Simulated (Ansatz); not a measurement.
Ideal-gas functions of CHO3−, SMILES `O=C([O-])O` at 400 K and 1 bar, from an Ansatz frequency run at PBE0-D4/def2-TZVPD.

Molar mass 61.02 g/mol, point group Cs (symmetry number 1), electronic degeneracy 1, moments of inertia 40.729, 43.411, 84.139 u Å². Harmonic wavenumbers (cm⁻¹, unscaled): 554, 556, 642, 838, 888, 1202, 1329, 1791, 3841.

Use S(trans) = R[1.5 ln M + 2.5 ln T − 1.1517]; rotational temperatures θ = 24.2544 K / I; S(rot) = R[ln(√π/σ · √(T³/θAθBθC)) + 1.5]; for each mode x = 1.438777 ν̃/T, S = R[x/(eˣ − 1) − ln(1 − e⁻ˣ)] and H = RT x/(eˣ − 1); 1 cm⁻¹ = 0.0119627 kJ/mol; R = 8.31446 J/(mol·K).

Question: By hand: the entropy, in J/(mol·K).

Answer: Translation 166.2. Rotation: θ = 0.5955, 0.5587, 0.2883 K, giving 101.7. Vibration, mode by mode: 3.83, 3.81, 2.99, 1.71, 1.48, 0.59, 0.41, 0.10, 0.00, in all 14.9. Electronic 0.0. Sum 282.8 J/(mol·K).

Question: By hand: H − E and G − E in kJ/mol, counted from the electronic energy.

Answer: Zero-point energy ½ × 11641 × 0.0119627 = 69.6; thermal vibration 4.3; translation, rotation and pV give 4 RT = 13.3. H − E = 87.2 kJ/mol, and G − E = 87.2 − 400 × 282.8/1000 = -25.9 kJ/mol.

Vibration gives 5 % of the entropy. The sum counts one conformer and one mirror image; others add a mixing term.
